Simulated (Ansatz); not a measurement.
A made-up structure of BSiH$_{4}$O (charge -1), closed shell:

B1  (-1.104, 0.345, -0.565)
O2  (-0.396, 0.302, 0.541)
Si3  (0.934, -0.734, 1.113)
H4  (-0.854, -0.357, -1.529)
H5  (-2.051, 1.113, -0.638)
H6  (-0.521, 0.745, 1.395)
H7  (1.538, -1.088, -0.268)
(Å)

It is relaxed with PBE-D4/def2-SVPD and then PBE0-D4/def2-TZVPD (Ansatz 0.2.0). Atoms count as bonded within 1.22 times the sum of their covalent radii (H–H: 0.88 Å). The end point is not checked to be a true minimum.

Question: Does its bonding change? (A judgement: the text doesn't fix the answer.)

Answer: Computed: Yes. Formed: Si3–H6; broken: O2–H6.

Where it ends: The first stage lowers the energy by 4.19 eV in 26 steps. It ends as BSiH₄O ([BH2][O][SiH2]), total charge -1:
B1  (-1.390, 0.174, -0.741)
O2  (-0.495, -0.637, -0.223)
Si3  (0.541, -0.570, 1.223)
H4  (-2.040, -0.193, -1.708)
H5  (-1.603, 1.286, -0.290)
H6  (0.659, 0.971, 1.328)
H7  (1.875, -0.704, 0.458)
(Å)

Labels in which every atom is bracketed show which atoms are joined, not bond orders.

For scale, one of the runs: PBE0-D4/def2-TZVPD relaxation, 156 basis functions, launched by `ansatz run in.yaml --threads 2 --pin off --events-out ev --progress --plain --max-ram 4352MiB`. The run took about 19 s on 2 CPU threads of an Arm Neoverse V2 (shared host).
